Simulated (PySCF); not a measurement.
## Substituent effects on chemical shifts

Parent skeleton `[CH3:1][C:2]#[N:3]`; one hydrogen on atom 1 is replaced by X. Hydrogens on one atom are averaged.

[PySCF 2.14.0 with density-fitted response routines: geometry from PBE0-D3(BJ)/def2-SVP; σ from GIAO-PBE0/pcSseg-1; a single conformation; no relativistic terms; rapidly exchanging positions averaged; in vacuum]

Scale: 13C (σref 184.41) and 1H (σref 31.27) against TMS; NH3 for 15N (σref 265.67) (reference shieldings calculated alike).

Parent (X = H): C1 1.5, C2 120.3, N3 305.7, H(C1) 1.80 ppm. Effects are Δδ = δ(X) − δ(H), positive for deshielding.

**Question.** Give Δδ (ppm) for X = SH, CH2OH, N=CH2, BCl2.

**Answer.** 
```csv
X,SMILES,C1,C2,N3,H(C1)
SH,N#CCS,+12.3,+1.5,+3.9,+1.08
CH2OH,N#CCCO,+22.2,+3.4,+3.6,+0.43
N=CH2,C=NCC#N,+51.1,+0.0,+4.5,+2.22
BCl2,N#CCB(Cl)Cl,+16.6,-1.0,+4.0,+0.55
```

**Question.** Which position responds most, and to which substituents?

**Answer.** C1: from +12.3 ppm with SH to +51.1 ppm with N=CH2.

Experimental scales use liquid or dissolved standards, which lie at an offset from isolated NH3 (liquid NH3: subtract about 20 ppm). Unscaled 15N shifts of sp2 nitrogen come out 20 to 40 ppm too high even then.
